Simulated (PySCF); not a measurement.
## Gas-phase thermal properties of SO₂

Energies from PySCF (xtb for GFN2), thermal terms from the rigid-rotor harmonic-oscillator model, ideal gas at 1 bar. 'Table' is the NASA 1993 thermochemical table (part measured, part estimated). 6-31G* has spherical d functions here. All species are closed-shell singlets. B3LYP is the form with VWN-RPA correlation. The harmonic model lacks anharmonicity and excited electronic states, which grow with temperature; levels with a mode under 35 cm⁻¹ are left out.

```
level           point group  σ  ZPE (kJ/mol)  S°298 (J/mol/K)  Cp298 (J/mol/K)  S°1000 (J/mol/K)  H1000 − H298 (kJ/mol)
--------------  -----------  -  ------------  ---------------  ---------------  ----------------  ---------------------
table                     -  -             -            248.2             39.9             305.8                   34.4
B3LYP/6-31G*            C2v  2          17.9            248.9             40.0             306.4                   34.3
GFN2-xTB                C2v  2          17.5            248.7             40.2             306.4                   34.5
HF/6-31G*               C2v  2          21.0            247.1             38.4             302.3                   33.0
PBE/def2-SVP            C2v  2          17.0            249.6             40.5             307.7                   34.7
PBE0/def2-TZVP          C2v  2          18.9            248.0             39.4             304.7                   33.9
```
σ: rotational symmetry number. Electronic degeneracy used: 1. Frequencies are unscaled.
